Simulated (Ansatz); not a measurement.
The input, for Ansatz 0.2.0:

```yaml
crystal:
  periodic: [false, false, false]
  atoms:
    - {symbol: Ge, position_ang: [-0.334592, 0.000624, 0.005413]}
    - {symbol: F, position_ang: [1.406475, -0.003059, -0.013747]}
    - {symbol: H, position_ang: [-0.726886, 1.512656, -0.045413]}
    - {symbol: H, position_ang: [-0.808011, -0.758854, 1.257688]}
    - {symbol: H, position_ang: [-0.862126, -0.741081, -1.343303]}
basis:
  gaussian: {orbitals: cc-pVDZ}
magnetization: {spin_polarized: false}
correlation: {method: mp2, electrons: all}
```

```sh
$ ansatz run in.yaml --threads 1 --pin off --events-out ev --progress --plain --max-ram 2393MiB
```

Q: Roughly how long does this take on 1 thread of Arm Neoverse V2, shared host, and how much host memory?

A: 0.51 s wall and 0.09 GiB.

```
584 factors; integrals over basis functions are off by at most 9.3e-4 eV
mean field evaluation 1: about -59225.1727 eV, gradient 2.6e1 eV
mean field evaluation 2: about -59225.1770 eV, gradient 2.6e1 eV
mean field evaluation 4: about -59226.6422 eV, gradient 1.5e0 eV
mean field evaluation 8: about -59226.6525 eV, gradient 2.7e-4 eV
mean field -59226.65254379 eV, -2176.5393357175 hartree, gradient 1.7e-6 eV, S^2 0.000000; 0 other end points of the search recorded, 0 dependent functions left out
reference -59226.65254379 eV, -2176.5393357175 hartree; 22, 22 occupied and 34, 34 virtual orbitals, 584 factors
second order -8.81532383 eV of doubles, -0.00000000 eV of singles
Total energy: -59235.46786762 eV, -2176.8632928929 hartree
```
